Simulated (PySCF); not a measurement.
Structure with atom numbers: `[O:1]=[S:2](=[O:3])([F:4])[Cl:5]`.

Geometry: PBE0-D3(BJ)/def2-SVP; GIAO shifts from PySCF 2.14.0 with density-fitted response routines, gas phase, non-relativistic, averaged over equivalent atoms.

At PBE0/pcSseg-1 (99 basis functions, 5 s wall time on 1 thread of an Arm Neoverse V1, shared host):
```csv
atoms,δ (ppm)
O1/O3,342.9
S2,331.3
F4,142.2
Cl5,683.8
```

Scale: H2O for 17O (σref 334.56); 33S (σref 495.66) against CS2; CFCl3 for 19F (σref 177.25); 35Cl (σref 943.27) vs HCl (reference shieldings calculated alike).

Predict the values at B3LYP/pcSseg-2 on the same geometry.

Results:


```tsv
atoms	δ at B3LYP/pcSseg-2	change
O1/O3	328.2	-14.7
S2	361.7	+30.4
F4	140.8	-1.4
Cl5	692.7	+8.9
```

References, each an isolated molecule treated in the same way: H2O for 17O (σ = 325.85 ppm); 33S (σ = 492.20 ppm) against CS2; CFCl3 for 19F (σ = 169.74 ppm); HCl for 35Cl (σ = 927.31 ppm).

The largest change is at S2 (sulfonyl sulfur). Cost: 194 basis functions, 11 s wall time on 1 thread of an Arm Neoverse V1, shared host.

Unscaled 19F shifts against computed CFCl3 carry errors that often reach 10 to 50 ppm. Unscaled 17O shifts of doubly bonded oxygen tend to come out too high, by tens of ppm or more. Experimental scales use liquid or dissolved standards, which lie at an offset from isolated H2O (liquid H2O: subtract about 36 ppm).
